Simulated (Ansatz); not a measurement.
Relaxation of C3H7FOS (13 atoms, charge 0, multiplicity 1), to a largest force component of 0.02 eV/Å in at most 50 steps.

All numbers below come from RKS PBE/6-31G* (Ansatz).

```xyz
13
Properties=species:S:1:pos:R:3:forces:R:3
C -0.638 -1.313 1.395 -1.64 2.03 -0.01
S 0.938 -0.614 0.954 1.31 -0.18 0.45
C 0.400 0.703 -0.195 2.75 0.72 -0.40
C 0.089 0.194 -1.547 -4.31 -0.29 0.10
O 1.487 1.621 -0.352 -0.30 -0.85 0.09
F -0.590 1.417 0.368 -1.91 0.45 0.48
H -1.285 -0.490 1.836 0.44 -0.68 -0.36
H -1.146 -1.665 0.497 -0.26 -0.53 -0.14
H -0.559 -2.055 2.156 0.36 -1.05 0.60
H -0.248 1.025 -2.171 0.16 0.38 -0.28
H -0.875 -0.464 -1.465 1.52 0.65 -0.18
H 0.850 -0.345 -2.023 1.51 -0.94 -0.60
H 1.597 1.950 0.560 0.36 0.29 0.24
```

Where does it end, and by what steps?

It converged. After 6 steps the energy has fallen by 0.458 eV; H8 moved furthest, 0.22 Å.

```tsv
step	energy less start (eV)	largest force component (eV/Å)	accepted
0	0.0000	4.307	yes
1	-0.3680	1.579	yes
2	-0.4466	0.316	yes
3	-0.4551	0.139	yes
4	-0.4573	0.043	yes
5	-0.4576	0.026	yes
6	-0.4577	0.010	yes
```

```xyz
13
Properties=species:S:1:pos:R:3
C -0.690 -1.304 1.440
S 0.934 -0.612 0.968
C 0.425 0.734 -0.218
C 0.031 0.243 -1.598
O 1.490 1.610 -0.339
F -0.685 1.393 0.342
H -1.358 -0.501 1.783
H -1.156 -1.855 0.608
H -0.504 -2.005 2.268
H -0.264 1.109 -2.214
H -0.822 -0.449 -1.526
H 0.877 -0.273 -2.074
H 1.743 1.875 0.574
```

Time of the run: 31 s on 2 threads of Intel(R) Xeon(R) Platinum 8259CL CPU @ 2.50GHz (Skylake/Cascade Lake), with other jobs on the host, peak memory 0.19 GiB.
